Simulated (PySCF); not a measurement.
# Level of theory and adiabatic energies of losing or gaining an electron: `[CH2]C#N` (C2H2N•)

The parent is a doublet.

All levels share the PBE0-D3(BJ)/ma-def2-SVP structures and the PBE0-D3(BJ)/ma-def2-SVP thermal terms; only the single-point energies (PySCF) change. Values are adiabatic energies of losing or gaining an electron (0 K, eV).

Measured (NIST Chemistry WebBook): adiabatic electron affinity 1.54 eV.

```jsonl
{"level": "BHandHLYP/6-311+G**", "electron affinity to the singlet anion": "1.29", "time": "7.2 s"}
{"level": "B97-2/ma-def2-TZVP (grid 4)", "electron affinity to the singlet anion": "1.46", "time": "28 s"}
{"level": "ωB97X-D3(BJ)/ma-def2-TZVP", "electron affinity to the singlet anion": "1.57", "time": "–"}
```

Times are wall times for all single points of a level on 1 thread of Arm Neoverse V1, a shared host; the dash marks the run that also made the structures.

At BHandHLYP/6-311+G** a relaxed species lies above the same state at the other structure, so the structures fit that level poorly.

The spread: 0.28 eV, from 1.29 to 1.57.
